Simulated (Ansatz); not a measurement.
Species, as SMILES: FOF.
Atoms: F1, O2, F3. Bonds: F1-O2, O2-F3.

Basis-set convergence of the optimised O2-F3 bond length at MP2 with Ansatz (a quantum-chemistry and plane-wave program). The reference of a correlated method is not its basis-set limit, which lies further on. All functions are spherical. Cores are frozen. A restricted Hartree-Fock determinant is unstable towards unrestricted orbitals. No added dispersion term, no relativity. Reference: the value in def2-QZVPP, 1.3976 Å, itself unsure by roughly 0.0004 Å (its distance from cc-pVQZ). Deviations are taken from unrounded values.

```csv
basis,functions,optimised O2-F3 bond length (Å)
cc-pVDZ,42,1.4193
aug-cc-pVDZ,69,1.4220
6-311G**,54,1.4044
6-311+G**,66,1.4063
cc-pVTZ,90,1.4009
aug-cc-pVTZ,138,1.4034
def2-TZVPP,93,1.4012
def2-TZVPPD,120,1.4017
```

What the diffuse functions change, pair by pair:
- cc-pVDZ to aug-cc-pVDZ: 27 more functions, deviation 0.0217 to 0.0245 Å
- 6-311G** to 6-311+G**: 12 more functions, deviation 0.0069 to 0.0088 Å
- cc-pVTZ to aug-cc-pVTZ: 48 more functions, deviation 0.0033 to 0.0058 Å
- def2-TZVPP to def2-TZVPPD: 27 more functions, deviation 0.0036 to 0.0041 Å

They bring the value nearer the reference by more than 0.0004 Å in 0 of 4 pairs.
